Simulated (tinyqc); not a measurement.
Inside a calculation. Method: extended Hueckel theory, for BH3. Computed by tinyqc, a small Python program that keeps every step (integrals from PySCF). Settings: charge = 0, K = 1.75, multiplicity = 1. Command: `OMP_NUM_THREADS=1 python tinyqc.py 22726 22727 out.jsonl` (the two numbers bound the seeds that draw the settings). One thread of a shared host (Intel(R) Xeon(R) Processor @ 2.60GHz), about 0.01 s of CPU time with the checks.

## Overlaps

Geometry (angstrom):
```
atom          x          y         z
B      0.000000   0.000000  0.021000
H      1.163000   0.000000  0.000000
H     -0.581000   1.007000  0.000000
H     -0.581000  -1.007000  0.000000
```

Parameters chosen for this run:
```
element  shell  Slater exponent   H_ii (eV)
B           2s         1.300000  -15.200000
B           2p         1.300000   -8.500000
H           1s         1.300000  -13.600000
```

Slater orbitals, each expanded in six Gaussians scaled to its exponent.

overlap S, order 1B 2s, 1B 2px, 1B 2py, 1B 2pz, 2H 1s, 3H 1s, 4H 1s:
$$\begin{pmatrix}
1.000000 & 0.000000 & 0.000000 & 0.000000 & 0.501122 & 0.501315 & 0.501315 \\
0.000000 & 1.000000 & 0.000000 & 0.000000 & 0.539594 & -0.269717 & -0.269717 \\
0.000000 & 0.000000 & 1.000000 & 0.000000 & 0.000000 & 0.467479 & -0.467479 \\
0.000000 & 0.000000 & 0.000000 & 1.000000 & -0.009743 & -0.009749 & -0.009749 \\
0.501122 & 0.539594 & 0.000000 & -0.009743 & 1.000000 & 0.100173 & 0.100173 \\
0.501315 & -0.269717 & 0.467479 & -0.009749 & 0.100173 & 1.000000 & 0.100147 \\
0.501315 & -0.269717 & -0.467479 & -0.009749 & 0.100173 & 0.100147 & 1.000000
\end{pmatrix}$$

## Wolfsberg-Helmholz matrix

diagonal H_ii (eV): 1B 2s -15.200000, 1B 2px -8.500000, 1B 2py -8.500000, 1B 2pz -8.500000, 2H 1s -13.600000, 3H 1s -13.600000, 4H 1s -13.600000

K = 1.750000

H_ij = K' S_ij (H_ii + H_jj)/2 for i != j (the diagonal keeps H_ii), with K' = 1.75.

H (eV), order 1B 2s, 1B 2px, 1B 2py, 1B 2pz, 2H 1s, 3H 1s, 4H 1s:
$$\begin{pmatrix}
-15.200000 & 0.000000 & 0.000000 & 0.000000 & -12.628286 & -12.633131 & -12.633131 \\
0.000000 & -8.500000 & 0.000000 & 0.000000 & -10.434398 & 5.215662 & 5.215662 \\
0.000000 & 0.000000 & -8.500000 & 0.000000 & 0.000000 & -9.039882 & 9.039882 \\
0.000000 & 0.000000 & 0.000000 & -8.500000 & 0.188411 & 0.188518 & 0.188518 \\
-12.628286 & -10.434398 & 0.000000 & 0.188411 & -13.600000 & -2.384118 & -2.384118 \\
-12.633131 & 5.215662 & -9.039882 & 0.188518 & -2.384118 & -13.600000 & -2.383500 \\
-12.633131 & 5.215662 & 9.039882 & 0.188518 & -2.384118 & -2.383500 & -13.600000
\end{pmatrix}$$

## Orbitals

valence electrons = 6

Solve H C = S C e through S^(-1/2); fill by pairs from the bottom, a degenerate level sharing its electrons equally; each orbital has its largest coefficient positive (the first on a tie).

orbital energies (eV): [-19.649718, -14.433494, -14.432444, -8.501442, 10.165171, 10.195151, 22.764508]

occupations: [2.000000, 2.000000, 2.000000, 0.000000, 0.000000, 0.000000, 0.000000]

coefficients, order 1B 2s, 1B 2px, 1B 2py, 1B 2pz, 2H 1s, 3H 1s, 4H 1s:
$$\begin{pmatrix}
0.525085 & 0.000000 & -0.000043 & 0.017053 & 0.000730 & 0.000000 & 1.553366 \\
0.000000 & 0.000000 & 0.394261 & -0.000001 & 1.336911 & 0.000000 & -0.000804 \\
0.000000 & 0.394245 & 0.000000 & 0.000000 & 0.000000 & 1.337545 & 0.000000 \\
0.000229 & 0.000000 & 0.000001 & 0.999801 & -0.000013 & 0.000000 & -0.032196 \\
0.279889 & 0.000000 & 0.589271 & -0.004548 & -1.045581 & 0.000000 & -0.816729 \\
0.279971 & 0.510191 & -0.294520 & -0.004549 & 0.522068 & -0.905612 & -0.818076 \\
0.279971 & -0.510191 & -0.294520 & -0.004549 & 0.522068 & 0.905612 & -0.818076
\end{pmatrix}$$

sum of one-electron energies = -97.031312 eV

## Mulliken analysis

P = C n C^T; charge = valence electrons (B 3, H 1) minus the sum of (P S)_ii on the atom; overlap population = 2 sum P_ij S_ij between two atoms.

charges: 1B 0.632631, 2H -0.211008, 3H -0.210811, 4H -0.210811

Overlap populations:
```
pair      value
2-1    0.795987
3-1    0.796205
3-2   -0.038142
4-1    0.796205
4-2   -0.038142
4-3   -0.038124
```
